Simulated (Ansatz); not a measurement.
# CH₅NaSi (SMILES C[SiH2][Na]): a rigid scan of the dihedral angle H4–C1–Si2–Na3

Aim: the energy along the dihedral angle H4–C1–Si2–Na3, from CCSD(T) and from cheaper methods, relative to the minimum. No other atom is relaxed.

Method: single points in def2-TZVPP; program: Ansatz 0.2.0, Gaussian basis.

Levels: PBE-D4, r2SCAN-D4, PBE0-D4, B3LYP-D4, wB97M-V, Hartree-Fock, MP2, CCSD, CCSD(T). The scan takes -176.5, -161.5, -146.5, -131.5, -116.5, -101.5, -86.5, -71.5°.

Cores are frozen in the correlated methods. The outer core shell of Li, Na, Mg and K is correlated. B3LYP uses VWN-RPA correlation.

37 further runs of the same task are left out: 37 set aside as unsound or not needed.

## (1) The starting structure

The minimum, relaxed at PBE0-D4: SMILES `C[SiH2][Na]`, 8 atoms, charge 0, spin multiplicity 1.

Atoms are counted from 1 here; the program's logs count them from 0.

Bond lengths: C1–Si2 1.908 Å, C1–H4 1.093 Å, C1–H5 1.093 Å, C1–H6 1.093 Å, Si2–Na3 2.765 Å, Si2–H7 1.508 Å, Si2–H8 1.508 Å. Angles: Si2–C1–H4 111.6°, Si2–C1–H5 110.7°, Si2–C1–H6 110.7°, H4–C1–H5 108.0°, H4–C1–H6 108.0°, H5–C1–H6 107.5°, C1–Si2–Na3 118.5°, C1–Si2–H7 104.9°, C1–Si2–H8 104.9°, Na3–Si2–H7 112.6°, Na3–Si2–H8 112.6°, H7–Si2–H8 101.7°.

Coordinates:

```xyz
8

C    -0.7363    0.7648   -0.1524
Si    0.5281   -0.6579   -0.0188
Na    2.1717   -0.7591    2.2027
H    -1.3244    0.6952   -1.0712
H    -0.2305    1.7337   -0.1467
H    -1.4276    0.7489    0.6941
H     1.3033   -0.6096   -1.3114
H    -0.2844   -1.9159   -0.1963
```

Energies of the minimum (eV), from earlier single points: PBE-D4 -13403.96675, r2SCAN-D4 -13410.45730, PBE0-D4 -13405.36839, B3LYP-D4 -13414.18576, wB97M-V -13410.79747, CCSD(T) -13391.22310.

At the minimum the dihedral angle H4–C1–Si2–Na3 is -180.0°.

## (2) H4–C1–Si2–Na3 = -176.5°

File ccsdt-tzvpp/in.yaml:

```yaml
crystal:
  periodic: [false, false, false]
  atoms:
    - {symbol: C, position_ang: [-0.736260, 0.764755, -0.152403]}
    - {symbol: Si, position_ang: [0.528094, -0.657924, -0.018819]}
    - {symbol: Na, position_ang: [2.069658, -0.843548, 2.269416]}
    - {symbol: H, position_ang: [-1.324413, 0.695184, -1.071176]}
    - {symbol: H, position_ang: [-0.230507, 1.733744, -0.146730]}
    - {symbol: H, position_ang: [-1.427551, 0.748884, 0.694133]}
    - {symbol: H, position_ang: [1.360922, -0.554691, -1.271744]}
    - {symbol: H, position_ang: [-0.268937, -1.910383, -0.283714]}
basis:
  gaussian: {orbitals: def2-TZVPP}
correlation: {method: ccsd_t}
```

The command line of these runs was not kept.

Further steps of the session: H4–C1–Si2–Na3 = -161.5°; H4–C1–Si2–Na3 = -146.5°; H4–C1–Si2–Na3 = -131.5°; H4–C1–Si2–Na3 = -116.5°; H4–C1–Si2–Na3 = -101.5°; H4–C1–Si2–Na3 = -86.5°; H4–C1–Si2–Na3 = -71.5°.

Before running it: what results should come out? Wanted: highest point, CCSD(T); lowest point, CCSD(T); RMS deviation from CCSD(T); largest T1 diagnostic.

**Answer**, as computed:

```
                  quantity                                                                                       value
    highest point, CCSD(T)                                                                          78 meV at -116.5 °
     lowest point, CCSD(T)                                                                           0 meV at -180.0 °
RMS deviation from CCSD(T)  PBE-D4 6, r2SCAN-D4 1, PBE0-D4 4, B3LYP-D4 3, wB97M-V 3, Hartree-Fock 5, MP2 2, CCSD 0 meV
     largest T1 diagnostic                                                                                       0.010
```

In words: Over the points sampled the torsion costs at most 78 meV, a hindered rotation that is fast at room temperature. A rigid scan overstates barriers, since nothing else may give way. Best along the scan: CCSD. Worst: PBE-D4.
